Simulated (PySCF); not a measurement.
The vertical singlet excitations below were computed for one of the candidates. Method used: PySCF, TDDFT CAM-B3LYP/def2-SVPD, vertical, gas phase, core orbitals frozen in the response. Geometries: PBE0-D3(BJ)/def2-SVP, one conformer each.

| state | E (eV) | f | main configurations (H = HOMO, L = LUMO) |
| --- | --- | --- | --- |
| S1 | 7.10 | 0.0000 | H→L (99%) |
| S2 | 9.23 | 0.031 | H→L+1 (94%) |
| S3 | 10.14 | 0.181 | H-1→L (87%) |
| S4 | 10.33 | 0.0074 | H-1→L+1 (94%) |
| S5 | 10.64 | 0.0000 | H-2→L (99%) |
| S6 | 10.84 | 0.0089 | H-3→L (98%) |

Orbital energies (eV): HOMO-3 -15.37, HOMO-2 -15.07, HOMO-1 -13.25, HOMO -12.07, LUMO 0.56, LUMO+1 0.73, LUMO+2 2.92.

Problem. Which candidate is it?
A. `O=C(F)F`
B. `OCC1C=C1`
C. `O=C1CCC1`

Solution. A. Its S1, at 7.10 eV, is the highest among the candidates; the nearest of the others has S1 at 6.11 eV. S1 is HOMO→LUMO (99%). Löwdin shares by element: HOMO oxygen 72%, fluorine 19%, carbon 8%; LUMO carbon 43%, oxygen 33%, fluorine 24%. At the same level the other candidates give, for their lowest levels:
- `O=C1CCC1`: 4.32 eV (f 0.000); 7.04 eV (f 0.038); 7.76 eV (f 0.002); 7.90 eV (f 0.001); 7.96 eV (f 0.015); T1 3.79 eV; HOMO -8.69, LUMO 0.44 eV
- `OCC1C=C1`: 6.11 eV (f 0.039); 6.38 eV (f 0.019); 6.91 eV (f 0.008); 7.32 eV (f 0.004); 7.44 eV (f 0.028); T1 4.06 eV; HOMO -8.67, LUMO 0.75 eV
Triplets come from the Tamm–Dancoff approximation.
